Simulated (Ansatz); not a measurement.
# RPA@PBE/def2-TZVP run of SiNH5 (SMILES [SiH3]N)

What is the energy change on altering one bond length of SiNH5 at RPA@PBE/def2-TZVP? 

Program for the calculation: Ansatz 0.2.0.

55 further runs of the same task are left out: 55 set aside as unsound or not needed.

## 1. Starting point

SiNH5 has 7 atoms, charge 0, and is taken as a singlet. SMILES: `[SiH3]N`. Geometry: relaxed at PBE0-D4/def2-TZVP.

Bond lengths: Si1–N2 1.720 Å, Si1–H3 1.486 Å, Si1–H4 1.486 Å, Si1–H5 1.494 Å, N2–H6 1.007 Å, N2–H7 1.007 Å. Angles: Si1–N2–H6 119.6°, Si1–N2–H7 119.6°, N2–Si1–H3 107.9°, N2–Si1–H4 107.9°, N2–Si1–H5 116.0°, H6–N2–H7 110.7°, H3–Si1–H4 110.5°, H3–Si1–H5 107.3°, H4–Si1–H5 107.3°.

## 2. The energy at RPA@PBE/def2-TZVP

in.yaml reads:

```yaml
crystal:
  periodic: [false, false, false]
  atoms:
    - {symbol: Si, position_ang: [-0.413010, -0.292700, -0.422350]}
    - {symbol: "N", position_ang: [0.611760, 0.348670, 0.801280]}
    - {symbol: H, position_ang: [-0.018320, -1.706330, -0.653330]}
    - {symbol: H, position_ang: [-1.813170, -0.217090, 0.068940]}
    - {symbol: H, position_ang: [-0.367930, 0.402730, -1.743970]}
    - {symbol: H, position_ang: [0.391580, 1.238230, 1.219480]}
    - {symbol: H, position_ang: [1.609100, 0.226510, 0.729930]}
basis:
  gaussian:
    orbitals: def2-TZVP
accuracy: high
hamiltonian:
  xc: pbe
correlation:
  method: rpa
  frozen_orbitals: {H: 0, "N": 1, Si: 5}
```

The run is started by

```sh
$ ansatz run in.yaml --threads 1 --pin off --max-ram 3480MiB --events-out events.jsonl --progress --plain --runs-dir runs
```

Output:

```text
Warning: RAYON_NUM_THREADS=1 ignored (pool sized by the plan → 1); use --threads N
Functional definition: PBE
  name "PBE"
  parameter kappa = 0.804
  parameter beta = 0.06672455060314922
  exchange = pbe_x(kappa = kappa, mu = beta*pi^2/3)
  correlation = pbe_c(beta = beta)
1820 factors; integrals over basis functions are off by at most 3.8e-9 eV
mean field evaluation 1: about -9435.2194 eV, gradient 6.9e1 eV
mean field evaluation 2: about -9435.2131 eV, gradient 6.9e1 eV
mean field evaluation 4: about -9443.4354 eV, gradient 1.6e1 eV
mean field evaluation 8: about -9444.2228 eV, gradient 2.5e-1 eV
mean field evaluation 16: about -9444.2229 eV, gradient 1.4e-5 eV
mean field -9444.22291991 eV, -347.0687907827 hartree, gradient 7.9e-8 eV, S^2 0.000000; 0 other end points of the search recorded, 0 dependent functions left out
6 core orbitals not correlated: weight in the atoms' cores, before any rotation towards them, 1.000 or more for the frozen orbitals, at most 0.000 for the correlated occupied ones
reference -9423.89336718 eV, -346.3216934996 hartree; 7, 7 occupied and 85, 85 virtual orbitals, 1820 factors
Total energy: -9440.06583993 eV, -346.9160209111 hartree
```

Run time: 7.5 s. Hardware: 1 thread of Arm Neoverse V2, shared host; peak memory 0.33 GiB.

## 3. The distorted shape, same level

input.yaml reads:

```yaml
basis:
  gaussian: {orbitals: def2-TZVP}
crystal:
  periodic: [false, false, false]
  atoms:
    - {symbol: Si, position_ang: [-0.236860, -1.004374, -0.756922]}
    - {symbol: "N", position_ang: [0.787910, -0.363004, 0.466708]}
    - {symbol: H, position_ang: [0.157830, -2.418004, -0.987902]}
    - {symbol: H, position_ang: [-1.637020, -0.928764, -0.265632]}
    - {symbol: H, position_ang: [-0.191780, -0.308944, -2.078542]}
    - {symbol: H, position_ang: [0.391580, 1.238230, 1.219480]}
    - {symbol: H, position_ang: [1.785250, -0.485164, 0.395358]}
accuracy: high
correlation: {method: rpa, frozen_orbitals: {H: 0, "N": 1, Si: 5}}
hamiltonian: {xc: pbe}
```

The run is started by

```sh
$ ansatz run input.yaml --threads 1 --pin off --max-ram 3480MiB --events-out events.jsonl --progress --plain --runs-dir runs
```

Output, cut to the lines that bear on the results:

```text
Warning: RAYON_NUM_THREADS=1 ignored (pool sized by the plan → 1); use --threads N
[... 2 set-up lines as earlier in the session ...]
[...]
1836 factors; integrals over basis functions are off by at most 3.7e-9 eV
[...]
mean field -9440.58690010 eV, -346.9351695192 hartree, gradient 4.5e-8 eV, S^2 0.000000; 1 other end points of the search recorded, 0 dependent functions left out
6 core orbitals not correlated: weight in the atoms' cores, before any rotation towards them, 1.000 or more for the frozen orbitals, at most 0.000 for the correlated occupied ones
reference -9419.10861467 eV, -346.1458570881 hartree; 7, 7 occupied and 85, 85 virtual orbitals, 1836 factors
Total energy: -9436.44148055 eV, -346.7828281604 hartree
```

Wall time 8.7 s (1 thread of Arm Neoverse V2, shared host); peak memory 0.36 GiB.

## 4. What came out

At RPA@PBE/def2-TZVP, 6 core orbitals frozen:

| quantity | value |
| --- | --- |
| first shape: total energy | -346.91602 Eh |
| first shape: RPA correlation energy (valence) | -594.3 mEh |
| distorted shape: total energy | -346.78283 Eh |
| distorted shape: RPA correlation energy (valence) | -637.0 mEh |
| energy change with the N2–H6 bond stretched from 1.007 to 1.813 Å | 3.624 eV |

With the N2–H6 bond stretched from 1.007 to 1.813 Å the energy rises by 3.62 eV (350 kJ/mol). The first shape isn't relaxed at this level, so the change isn't measured from a minimum. A restricted reference can't describe the breaking bond well at this length.
